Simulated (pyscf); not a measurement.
Elementary routes open to HO–BH–OH + ammonia (NH₃) in the gas phase (singlet surface):
A. H₂N–B(OH)–OH + hydrogen (H₂) (B–H, H–N broken; B–N, H–H formed)
B. water (H₂O) + H₂N–BH–OH (B–O, H–N broken; H–O, B–N formed)

Optimised with ωB97X-D3(BJ)/def2-SVP in PySCF.

Question: Rank the routes by free-energy barrier at 298 K, lowest first, for ωB97M-D3(BJ)/def2-TZVP energies (ideal gas, 1 atm, RRHO with modes under 100 cm⁻¹ raised to 100, one conformer, R ln 2 for chiral ones without a mode under 150 cm⁻¹).

Answer: B (146.5 kJ/mol), A (175.8 kJ/mol)

Route B is the fastest of these, ahead of the next by 29.2 kJ/mol. The most stable products are those of A (ΔG = -73.5 kJ/mol), whose barrier is 29.2 kJ/mol higher: the kinetic and the thermodynamic product differ. At 1200 K B is still the fastest. A: On the reactant side the descent ends in an adduct with a B–N contact (not fully relaxed), 14.9 kJ/mol under the separated species and 161.3 kJ/mol under the saddle at ωB97X-D3(BJ)/def2-TZVP. B: On the reactant side the descent ends in an adduct with a B–N contact, 14.9 kJ/mol under the separated species and 123.8 kJ/mol under the saddle at ωB97X-D3(BJ)/def2-TZVP. Only these routes are compared; each barrier is that of the saddle found, and lower ones may exist.
